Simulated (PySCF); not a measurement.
# Working out the electron affinity of Si

Si⁻ [Ne] 3s2 3p3 (4S) → Si [Ne] 3s2 3p2 (3P). Calculation: PySCF 2.14, in aug-cc-pCVTZ-DK with one added diffuse shell each of s, p, d, f type (9s8p6d4f, 91 functions); the spin-free X2C one-electron Hamiltonian (Gaussian nucleus). Frozen: [Ne]. Energies in hartree (1 hartree = 27.21139 eV):

```json
{"part": "UHF", "Si⁻ (lower)": "-289.490359", "Si (upper)": "-289.459298"}
{"part": "CCSD correlation", "Si⁻ (lower)": "-0.092539", "Si (upper)": "-0.075071"}
{"part": "(T)", "Si⁻ (lower)": "-0.004805", "Si (upper)": "-0.002590"}
```

Q: What does Hartree-Fock give?

A: (-289.459298) − (-289.490359) = 0.031061 hartree = 0.845 eV.

Q: What do CCSD and CCSD(T) give?

A: The CCSD correlation energies differ by 0.017468 hartree = 0.475 eV and the triples by 0.002215 hartree = 0.060 eV, so CCSD gives 1.320 eV and CCSD(T) 1.380 eV.

A first-order spin-orbit estimate adds -0.016 eV to CCSD(T) (valence), giving 1.364 eV against 1.390 eV (measured; photodetachment measurements, as compiled on the Wikipedia data page of electron affinities).

What remains against the reference includes basis incompleteness, the frozen core and higher excitations.
